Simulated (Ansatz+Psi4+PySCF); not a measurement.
Values are calculated unless marked as measured or tabulated.
This Ansatz input gave a total energy of -176.82446 hartree.

```yaml
crystal:
  periodic: [false, false, false]
  atoms:
    - { symbol: C, position_ang: [0.01203, 0.45261, 0.00579] }
    - { symbol: C, position_ang: [1.19442, -0.15915, -0.014] }
    - { symbol: F, position_ang: [-1.15477, -0.27548, 0.01891] }
    - { symbol: H, position_ang: [1.30335, -1.2354, 0.00991] }
    - { symbol: H, position_ang: [2.08269, 0.45487, -0.01638] }
basis:
  gaussian: { orbitals: cc-pVTZ }
magnetization:
  spin_polarized: true
  initial_magnetization: 1
hamiltonian:
  xc: hf
correlation:
  method: mp2
  frozen_orbitals: { C: 1, F: 1, H: 0 }
scf:
  omitted_lower_state_checks: [stability, starts, atomic_configurations, cluster_reference, orbital_swaps, given_window_search, neighbouring_geometries, increment]
```

**Question.** Write an input for PySCF with the same method and basis set.

**Answer.**

```python
from pyscf import gto, scf, mp

mol = gto.M(atom="""
C 0.012030 0.452610 0.005790
C 1.194420 -0.159150 -0.014000
F -1.154770 -0.275480 0.018910
H 1.303350 -1.235400 0.009910
H 2.082690 0.454870 -0.016380
""", basis='cc-pvtz', charge=0, spin=1)
mf = scf.UHF(mol)
mf.kernel()
pt = mp.MP2(mf, frozen=3).run()
print(mf.e_tot, pt.e_corr, pt.e_tot)
```

PySCF 2.14.0 gave -176.82446 hartree, 0.04 meV from the first. Caution: the unrestricted determinant is spin contaminated.
